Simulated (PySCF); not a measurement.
# LiS−: from the state search to spectroscopic constants

An exercise on one series of results from a longer session: the logs are not shown, and one member is left open.

The runs use PySCF 2.14.0; Li def2-SVPD, S def2-SVPD, no relativity.

2 further runs of the same task are left out: 2 set aside as unsound or not needed.

Set-up of the first run:

A driver script around PySCF takes these settings:

```
atoms                         : Li, S
charge                        : -1
basis                         : Li def2-SVPD, S def2-SVPD
Hamiltonian                   : no relativity
basis functions               : 39
electrons treated             : 20
masses in u                   : 7.0160, 31.9721
levels                        : PBE0, PBE, r²SCAN, MN15, r²SCANh, M06-2X, HF, MP2, SCS-MP2, CCSD, CCSD(T)
grid                          : 80 radial by 434 angular points
occupations                   : held fixed by the projection of orbital angular momentum
dissociation limit            : Li + S−, each in its ground configuration
starting distance in angstrom : 2.370
values of 2S to try           : 0, 2
```

Run with:

```sh
> OMP_NUM_THREADS=1 python dia.py task.json out
```

Steps of the session up to this table: Set-up; PBE0 along the bond; Excited determinants; PBE (GGA); r²SCAN (meta-GGA); MN15; r²SCANh; M06-2X (hybrid meta-GGA); RHF (mean field); Adding correlation.

One table of the session follows, with a row left open; its other results are not shown here.

```
      level  Re (Å)  ωe (cm⁻¹)  De (eV)
        RHF   2.072        673     1.06
    RHF-MP2       ?          ?        ?
RHF-SCS-MP2   2.107        614     2.19
   RHF-CCSD   2.096        629     2.06
RHF-CCSD(T)   2.114        601     2.20
        PBE   2.087        619     2.48
     r²SCAN   2.087        631     2.41
    r²SCANh   2.080        640     2.36
       PBE0   2.068        650     2.30
       MN15   2.078        631     2.82
     M06-2X   2.060        665     2.49
```

Estimate the missing values for RHF-MP2.

The run gave: Re (Å): 2.110; ωe (cm⁻¹): 610; De (eV): 2.28. In the column «Re (Å)» it lies between RHF-SCS-MP2 (2.107) and RHF-CCSD(T) (2.114).

De is counted to Li + S− in their ground configurations.
